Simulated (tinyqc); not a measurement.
Inside a calculation. Method: UHF in the sto-3g basis, for OH+, spin multiplicity 3. One step of it, computed by the program tinyqc.

Problem. Iteration 2: building the Fock matrix. J_ij = sum D_kl (ij|kl) with D = D(alpha) + D(beta), K_ij = sum D_kl (ik|jl) for each spin; F = H + J - K(s); E = tr D H + tr D J / 2 - 0.5 sum_s tr D(s) K(s) + E_nn.

D(alpha) after iteration 1, order 1O 1s, 1O 2s, 1O 2px, 1O 2py, 1O 2pz, 2H 1s:
```
[[1.059262, -0.252792, 0.000000, 0.000000, 0.015527, 0.001334],
 [-0.252792, 1.099088, 0.000000, 0.000000, -0.106315, -0.054640],
 [0.000000, 0.000000, 1.000000, 0.000000, 0.000000, 0.000000],
 [0.000000, 0.000000, 0.000000, 1.000000, 0.000000, 0.000000],
 [0.015527, -0.106315, 0.000000, 0.000000, 0.770104, 0.221262],
 [0.001334, -0.054640, 0.000000, 0.000000, 0.221262, 0.064183]]
```

D(beta) after iteration 1, order 1O 1s, 1O 2s, 1O 2px, 1O 2py, 1O 2pz, 2H 1s:
```
[[1.057468, -0.242078, 0.000000, 0.000000, 0.024454, -0.011191],
 [-0.242078, 1.041127, 0.000000, 0.000000, -0.148972, -0.004681],
 [0.000000, 0.000000, 0.000000, 0.000000, 0.000000, 0.000000],
 [0.000000, 0.000000, 0.000000, 0.000000, 0.000000, 0.000000],
 [0.024454, -0.148972, 0.000000, 0.000000, 0.744523, 0.239673],
 [-0.011191, -0.004681, 0.000000, 0.000000, 0.239673, 0.079085]]
```

core Hamiltonian H = T + V (hartree), order 1O 1s, 1O 2s, 1O 2px, 1O 2py, 1O 2pz, 2H 1s:
```
[[-32.207176, -7.491200, 0.000000, 0.000000, -0.017796, -1.998673],
 [-7.491200, -8.824128, 0.000000, 0.000000, -0.203665, -3.912279],
 [0.000000, 0.000000, -6.982525, 0.000000, 0.000000, 0.000000],
 [0.000000, 0.000000, 0.000000, -6.982525, 0.000000, 0.000000],
 [-0.017796, -0.203665, 0.000000, 0.000000, -7.127310, -2.649617],
 [-1.998673, -3.912279, 0.000000, 0.000000, -2.649617, -4.981358]]
```

Two-electron integrals (ij|kl) in chemists' order, unique and non-zero (hartree):
```
(11|11) 4.785065   (21|11) 0.741380   (21|21) 0.136873   (22|11) 1.118947
(22|21) 0.256633   (22|22) 0.817206   (31|31) 0.024477   (32|31) 0.037809
(32|32) 0.180518   (33|11) 1.115814   (33|21) 0.256684   (33|22) 0.817023
(33|33) 0.880159   (41|41) 0.024477   (42|41) 0.037809   (42|42) 0.180518
(43|43) 0.047444   (44|11) 1.115814   (44|21) 0.256684   (44|22) 0.817023
(44|33) 0.785270   (44|44) 0.880159   (51|51) 0.024477   (52|51) 0.037809
(52|52) 0.180518   (53|53) 0.047444   (54|54) 0.047444   (55|11) 1.115814
(55|21) 0.256684   (55|22) 0.817023   (55|33) 0.785270   (55|44) 0.785270
(55|55) 0.880159   (61|11) 0.199819   (61|21) 0.036539   (61|22) 0.067939
(61|33) 0.067814   (61|44) 0.067814   (61|51) 0.001661   (61|52) 0.003092
(61|55) 0.068197   (61|61) 0.009878   (62|11) 0.449388   (62|21) 0.104198
(62|22) 0.363100   (62|33) 0.357264   (62|44) 0.357264   (62|51) 0.007726
(62|52) 0.057111   (62|55) 0.374442   (62|61) 0.028274   (62|62) 0.193831
(63|31) 0.011339   (63|32) 0.064396   (63|53) 0.012096   (63|63) 0.028839
(64|41) 0.011339   (64|42) 0.064396   (64|54) 0.012096   (64|64) 0.028839
(65|11) 0.307469   (65|21) 0.072272   (65|22) 0.269094   (65|33) 0.256677
(65|44) 0.256677   (65|51) 0.016092   (65|52) 0.104993   (65|55) 0.293638
(65|61) 0.020545   (65|62) 0.174514   (65|65) 0.184352   (66|11) 0.563327
(66|21) 0.132725   (66|22) 0.526507   (66|33) 0.505064   (66|44) 0.505064
(66|51) 0.013653   (66|52) 0.135202   (66|55) 0.568776   (66|61) 0.036402
(66|62) 0.341649   (66|65) 0.351827   (66|66) 0.774606
```

nuclear repulsion = 4.73536654 hartree

Give: Coulomb J; exchange K(alpha); exchange K(beta); F(alpha); F(beta); total energy of this density.

Solution.

Coulomb J (hartree), order 1O 1s, 1O 2s, 1O 2px, 1O 2py, 1O 2pz, 2H 1s:
```
[[16.0183, 2.9578, 0.0000, 0.0000, -0.0015, 0.7903],
 [2.9578, 7.0141, 0.0000, 0.0000, 0.0202, 3.0646],
 [0.0000, 0.0000, 6.9765, 0.0000, 0.0000, 0.0000],
 [0.0000, 0.0000, 0.0000, 6.9765, 0.0000, 0.0000],
 [-0.0015, 0.0202, 0.0000, 0.0000, 7.0665, 2.2602],
 [0.7903, 3.0646, 0.0000, 0.0000, 2.2602, 4.3856]]
```

exchange K(alpha) (hartree), order 1O 1s, 1O 2s, 1O 2px, 1O 2py, 1O 2pz, 2H 1s:
```
[[4.9100, 0.8501, 0.0000, 0.0000, 0.0027, 0.2366],
 [0.8501, 1.4118, 0.0000, 0.0000, -0.0019, 0.6217],
 [0.0000, 0.0000, 1.1696, 0.0000, 0.0000, 0.0000],
 [0.0000, 0.0000, 0.0000, 1.1696, 0.0000, 0.0000],
 [0.0027, -0.0019, 0.0000, 0.0000, 1.1083, 0.4348],
 [0.2366, 0.6217, 0.0000, 0.0000, 0.4348, 0.5406]]
```

exchange K(beta) (hartree), order 1O 1s, 1O 2s, 1O 2px, 1O 2py, 1O 2pz, 2H 1s:
```
[[4.8586, 0.7739, 0.0000, 0.0000, 0.0020, 0.2137],
 [0.7739, 1.0427, 0.0000, 0.0000, -0.0151, 0.5025],
 [0.0000, 0.0000, 0.2381, 0.0000, 0.0000, 0.0000],
 [0.0000, 0.0000, 0.0000, 0.2381, 0.0000, 0.0000],
 [0.0020, -0.0151, 0.0000, 0.0000, 1.0048, 0.4144],
 [0.2137, 0.5025, 0.0000, 0.0000, 0.4144, 0.5107]]
```

F(alpha) (hartree), order 1O 1s, 1O 2s, 1O 2px, 1O 2py, 1O 2pz, 2H 1s:
```
[[-21.0989, -5.3835, 0.0000, 0.0000, -0.0220, -1.4450],
 [-5.3835, -3.2218, 0.0000, 0.0000, -0.1816, -1.4694],
 [0.0000, 0.0000, -1.1756, 0.0000, 0.0000, 0.0000],
 [0.0000, 0.0000, 0.0000, -1.1756, 0.0000, 0.0000],
 [-0.0220, -0.1816, 0.0000, 0.0000, -1.1691, -0.8242],
 [-1.4450, -1.4694, 0.0000, 0.0000, -0.8242, -1.1363]]
```

F(beta) (hartree), order 1O 1s, 1O 2s, 1O 2px, 1O 2py, 1O 2pz, 2H 1s:
```
[[-21.0475, -5.3073, 0.0000, 0.0000, -0.0213, -1.4221],
 [-5.3073, -2.8527, 0.0000, 0.0000, -0.1684, -1.3502],
 [0.0000, 0.0000, -0.2441, 0.0000, 0.0000, 0.0000],
 [0.0000, 0.0000, 0.0000, -0.2441, 0.0000, 0.0000],
 [-0.0213, -0.1684, 0.0000, 0.0000, -1.0656, -0.8037],
 [-1.4221, -1.3502, 0.0000, 0.0000, -0.8037, -1.1065]]
```

total energy of this density = -73.988853 hartree
